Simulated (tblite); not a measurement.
Species: C5H12O.
SMILES with atom numbers: `[CH3:1][CH2:2][CH2:3][O:4][CH2:5][CH3:6]` (hydrogens: H7, H8, H9 on C1; H10, H11 on C2; H12, H13 on C3; H14, H15 on C5; H16, H17, H18 on C6)

Computed with GFN2-xTB (tblite), gas phase: Langevin dynamics at 300 K from the optimised GFN2-xTB geometry, time step 0.5 fs, friction 0.01 fs⁻¹, 2000 steps. The instantaneous temperature is 2·E(kin)/(3Nk) with all 3N coordinates.

```tsv
t (fs)	T (K)	E(pot) above start (eV)	C1–C2 (Å)	C2–C3 (Å)	C3–O4 (Å)	O4–C5 (Å)	C5–C6 (Å)	C1–H7 (Å)	C1–C2–C3–O4 (°)
0	254	0.000	1.523	1.524	1.407	1.408	1.520	1.088	180
25	161	0.404	1.529	1.558	1.414	1.374	1.526	1.153	-175
50	210	0.358	1.524	1.533	1.411	1.452	1.548	1.128	-173
75	207	0.407	1.527	1.511	1.408	1.451	1.529	1.030	-170
100	228	0.417	1.549	1.586	1.421	1.413	1.502	1.084	-167
125	284	0.382	1.520	1.531	1.452	1.430	1.504	1.150	-174
150	214	0.555	1.494	1.444	1.411	1.433	1.556	1.095	-177
175	218	0.472	1.532	1.498	1.445	1.377	1.484	1.063	180
200	209	0.581	1.546	1.543	1.429	1.408	1.510	1.098	-177
225	220	0.574	1.532	1.516	1.383	1.436	1.521	1.118	-170
250	251	0.595	1.524	1.542	1.395	1.435	1.515	1.075	-159
275	246	0.609	1.561	1.516	1.422	1.464	1.503	1.077	-157
300	439	0.541	1.551	1.506	1.432	1.424	1.535	1.100	-169
325	364	0.614	1.530	1.488	1.423	1.378	1.539	1.124	177
350	354	0.765	1.563	1.508	1.427	1.394	1.547	1.090	170
375	418	0.669	1.543	1.576	1.374	1.423	1.465	1.059	172
400	472	0.689	1.492	1.568	1.374	1.456	1.484	1.086	170
425	359	0.781	1.518	1.590	1.418	1.463	1.563	1.134	175
450	316	0.642	1.533	1.571	1.413	1.365	1.552	1.101	-178
475	291	0.677	1.514	1.478	1.451	1.410	1.556	1.055	180
500	285	0.585	1.507	1.553	1.423	1.401	1.503	1.099	-177
525	257	0.707	1.503	1.605	1.379	1.445	1.493	1.090	-175
550	348	0.551	1.485	1.553	1.407	1.450	1.546	1.061	179
575	264	0.718	1.524	1.539	1.423	1.402	1.535	1.062	177
600	314	0.698	1.525	1.539	1.416	1.426	1.522	1.109	-179
625	368	0.768	1.504	1.504	1.351	1.426	1.502	1.110	-174
650	375	0.600	1.530	1.481	1.426	1.431	1.508	1.080	-168
675	232	0.705	1.546	1.553	1.491	1.420	1.488	1.114	-162
700	311	0.517	1.515	1.589	1.434	1.449	1.513	1.112	-169
725	209	0.515	1.511	1.537	1.371	1.451	1.514	1.039	-170
750	258	0.540	1.578	1.579	1.419	1.446	1.530	1.093	-165
775	240	0.478	1.545	1.534	1.431	1.393	1.503	1.114	-164
800	270	0.578	1.514	1.488	1.409	1.432	1.471	1.052	-166
825	226	0.667	1.516	1.512	1.395	1.448	1.509	1.098	-172
850	205	0.824	1.518	1.526	1.466	1.413	1.525	1.096	176
875	287	0.727	1.527	1.537	1.461	1.448	1.565	1.060	173
900	276	0.637	1.541	1.555	1.424	1.403	1.543	1.084	173
925	268	0.608	1.540	1.564	1.368	1.362	1.508	1.111	171
950	263	0.550	1.548	1.521	1.398	1.495	1.542	1.106	167
975	319	0.538	1.540	1.502	1.407	1.457	1.556	1.043	165
1000	233	0.560	1.516	1.566	1.393	1.390	1.541	1.075	167
```

**Question.** From 500 fs on, how do temperature and potential energy compare with equipartition?

**Answer.** The mean temperature of these 21 frames is 277 K against the target 300 K, and the mean potential energy 0.62 eV against 48 × kT/2 = 0.62 eV for 48 classical harmonic modes. For 18 atoms in a canonical ensemble the temperature itself scatters by T·√(2/(3N)) = 58 K; here its standard deviation is 47 K. The whole run lasts only 10 friction times of 100 fs, so these averages carry a wide statistical error.

**Question.** What are the kinetic and total energies of the listed frame with the highest potential energy?

**Answer.** The one at 850 fs, 0.824 eV above the start. Its kinetic energy is 3NkT/2 = 0.477 eV at 205 K, so the sum is 1.30 eV; over the listed frames the sum runs from 0.59 to 1.79 eV, since the thermostat adds and removes energy.

**Question.** How much do the listed bonds fluctuate from 500 fs on?

**Answer.** 
| bond | at the start (Å) | mean (Å) | standard deviation (Å) |
| --- | --- | --- | --- |
| C1–C2 | 1.523 | 1.525 | 0.020 |
| C2–C3 | 1.524 | 1.540 | 0.031 |
| C3–O4 | 1.407 | 1.414 | 0.033 |
| O4–C5 | 1.408 | 1.428 | 0.029 |
| C5–C6 | 1.520 | 1.520 | 0.023 |
| C1–H7 | 1.088 | 1.086 | 0.024 |

The motion is classical and holds no zero-point motion.

What follows is the cost of the whole dynamics run. On x86-64 server, one thread (shared host), this took 14 s of wall time.
